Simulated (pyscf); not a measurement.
This saddle point was located with ωB97X-D3(BJ)/def2-SVP in PySCF.

```xyz
5

Se     1.9516     1.2803     0.2001
Ga     0.3988     0.6012    -1.1705
Cl    -0.7181    -0.6017     0.7292
Cl    -0.7714     0.2589    -2.8883
H      0.4703     0.0982     1.0489
```
Charge 0, spin multiplicity 1.

Surface: singlet, charge 0. Lowest wavenumbers (cm⁻¹): 325i, 105, 111, 165, 322.

### Question
Name the species on either side of this saddle.

### Answer
`[Cl][Ga]([Cl])[SeH]` <-> `[Cl][Ga]=[Se]` + `[ClH]`, an elimination read from left to right: H–Se, Cl–Ga broken and Cl–H formed. At CCSD(T)/def2-TZVPP + ΔMP2(QZVPP) it lies +169.3 kJ/mol from the left side and -7.3 kJ/mol from the right (each side as separated species at their lowest minima found). On the product side the descent ends in a complex, 30.6 kJ/mol under the separated species and 13.1 kJ/mol under the saddle at ωB97X-D3(BJ)/def2-TZVP. At CCSD(T) the saddle lies under the separated products, which points to a path from their complex (located at ωB97X-D3(BJ) alone), and parting the products costs more than the saddle. At ωB97X-D3(BJ) the barrier from the zero used here is 179.8 kJ/mol. One saddle was located; it need not be the lowest between these sides. The CCSD(T) − MP2 part came from Ansatz, without density fitting, on the same reference. The frozen core leaves the outer d or s,p core shells of the metals and heavy elements correlated in the MP2 and CC values, and def2-TZVPP describes them poorly, which can shift differences by a few kcal/mol. Elements up to Kr have no core potential and no relativistic terms here.
